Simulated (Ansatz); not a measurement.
# N2O2S: the cost of one run

Program: Ansatz 0.2.0, Gaussian basis. Level of theory: revPBE-D4/cc-pVDZ. These are calculated values, not measurements.

## (1) The system as given

The start, a pair relaxed at PBE0-D4: SMILES `N#N.O=S=O`, 5 atoms, charge 0, spin multiplicity 1.

Atoms are counted from 1 here; the program's logs count them from 0.

Bond lengths: N1–N2 1.089 Å, O3–S4 1.431 Å, S4–O5 1.431 Å. Angles: O3–S4–O5 118.8°.

Coordinates:

```
N     0.09750    0.34516   -2.74410
N    -0.28508    0.11942   -1.74969
O     0.63502   -1.26113    1.33969
S    -0.40050   -0.29428    1.54304
O    -0.04694    1.09093    1.61106
```

## (2) Dynamics

The input, md/in.yaml:

```yaml
crystal:
  periodic: [false, false, false]
  atoms:
    - {symbol: N, position_ang: [0.097496, 0.345165, -2.744096]}
    - {symbol: N, position_ang: [-0.285078, 0.119417, -1.749692]}
    - {symbol: O, position_ang: [0.635024, -1.261131, 1.339685]}
    - {symbol: S, position_ang: [-0.400501, -0.294284, 1.543038]}
    - {symbol: O, position_ang: [-0.046941, 1.090933, 1.611065]}
basis:
  gaussian: {orbitals: cc-pVDZ}
hamiltonian: {xc: {name: revPBE}, dispersion: d4}
md: {n_steps: 30, timestep: 1.0, temperature: 500, ensemble: nve, seed: 277, initial_velocities: maxwell_boltzmann}
```

The run is started by

```
$ ansatz run in.yaml --threads 4 --pin off --events-out ev --progress --plain --max-ram 9574MiB
```

**Question.** How long does this run take on 4 threads of Intel Xeon Platinum 8375C at 2.90GHz, shared host?

About 12 s.
